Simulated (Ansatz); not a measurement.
**AlH₃ (singlet): from Hartree-Fock to the top rungs, aug-cc-pVDZ**

One table from this session's results is given with a row withheld; the runs are named, their logs left out.

The runs use Ansatz 0.2.0, Gaussian basis; aug-cc-pVDZ, core rule «outside noble gas», up to 5 orbitals frozen.

To be run: UHF; CCSD(T) on RHF; BCCD(T) on RHF; CISD; CCSDT(Q) on RHF; CCSDTQ on RHF; Full CI.

6 further runs of the same task are left out: 2 for a known fault of the program, 4 set aside as unsound or not needed.

### The geometry

The geometry is a PBE0/def2-TZVP stationary point (not a proven minimum).

4 atoms, charge 0, spin multiplicity 1.

Atoms are counted from 1 here; the program's logs count them from 0.

Bond lengths: Al1–H2 1.586 Å, Al1–H3 1.586 Å, Al1–H4 1.586 Å. Angles: H2–Al1–H3 120.0°, H2–Al1–H4 120.0°, H3–Al1–H4 120.0°.

Coordinates:

```
Al    0.00000    0.00000    0.00000
H     1.58578    0.01505   -0.00008
H    -0.80592    1.36579   -0.00279
H    -0.77985   -1.38085    0.00287
```

The first run:

Input file in.yaml:

```yaml
crystal:
  periodic: [false, false, false]
  atoms:
    - {symbol: Al, position_ang: [0.000000, 0.000000, 0.000000]}
    - {symbol: H, position_ang: [1.585776, 0.015051, -0.000083]}
    - {symbol: H, position_ang: [-0.805923, 1.365794, -0.002790]}
    - {symbol: H, position_ang: [-0.779853, -1.380845, 0.002873]}
basis:
  gaussian: {orbitals: aug-cc-pVDZ}
magnetization: {spin_polarized: true, initial_magnetization: 0}
hamiltonian: {xc: hf}
output: {orbitals: {seedname: orbitals}}
```

Launch:

```bash
ansatz run in.yaml --threads 1 --pin off --events-out ev --progress --plain --max-ram 4096MiB --backend cpu
```

Among the steps run: UHF; CCSD(T) on RHF; BCCD(T) on RHF; CISD; CCSDT(Q) on RHF; CCSDTQ on RHF; Full CI.

One of the session's tables, all rows but one given; the rest of the session is left out.

```
   method  from FCI (kcal/mol)
      RHF               +67.64
     RMP2               +16.93
     CISD                    ?
    RCCSD                +1.09
 RCCSD(T)                +0.29
  BCCD(T)                +0.28
   RCCSDT                +0.02
RCCSDT(Q)                +0.01
  RCCSDTQ                 0.00
      FCI                    0
```

Estimate the missing values for CISD.

**Answer.** from FCI (kcal/mol): +3.52. In the column «from FCI (kcal/mol)» it lies between RCCSD (+1.09) and RMP2 (+16.93).
